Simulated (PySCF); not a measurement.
Each radical below is made from `C=NC` by taking away one hydrogen atom. Level: UKS B3LYP (IGLO-III on C N, pcH-1 on H) in PySCF, non-relativistic with spin–orbit coupling as a perturbation, on PBE0-D3(BJ)/def2-SVP geometries; isolated species, one conformer each; SCF stability not tested. Other sites of the parent may be missing.

**Question.** Order them by electronic energy, lowest first. The order is also that of the X–H bond strengths in the parent, weakest first, since parent and H atom are common to all (zero-point and thermal terms aside).
A. `C/N=[C]\[H]` [radical], H removed from sp2 C
B. `[CH2]N=C` [radical], H removed from sp3 C

**Answer.** B (0.0 kcal/mol), A (13.2 kcal/mol).

**Question.** What EPR parameters does each have?

**Answer.** The largest splittings at natural abundance are [CH2]N=C 1.67 mT (2 × 1H); [H]/[C]=N\C 8.71 mT (1 × 1H).

| species | ΔE (kcal/mol) | g_iso | largest spin population on | Mulliken population | largest couplings (five at most) |
| --- | --- | --- | --- | --- | --- |
| [CH2]N=C | 0.0 | 2.0023 | carbon bonded to N and 2 H | 0.70 | 2 × 1H (on C, 1 bond from a main spin site) 1.67 mT; 2 × 1H (on C, 1 bond from a main spin site) 1.49 mT; 1 × 14N (1 bond from a main spin site) 0.43 mT |
| [H]/[C]=N\C | 13.2 | 2.0016 | carbon bonded to N and H | 0.69 | 1 × 1H (on C, 1 bond from the main spin site) 8.71 mT; 1 × 14N (1 bond from the main spin site) 3.69 mT; 3 × 1H (on C, 3 bonds from the main spin site) 0.11 mT |

In the lowest, [CH2]N=C, the largest spin population is 0.70; in the highest, [H]/[C]=N\C, it is 0.69. Couplings are magnitudes for isotopes of over 50 % abundance, averaged over nuclei equivalent by connectivity (but not across a short bond from an atom whose three angles sum to over 350°). Means can hide wide spreads in the frozen geometry: [H]/[C]=N\C, 3 × 1H from -12 to 15 MHz (mean -3). A main spin site holds 60 % or more of the largest population.
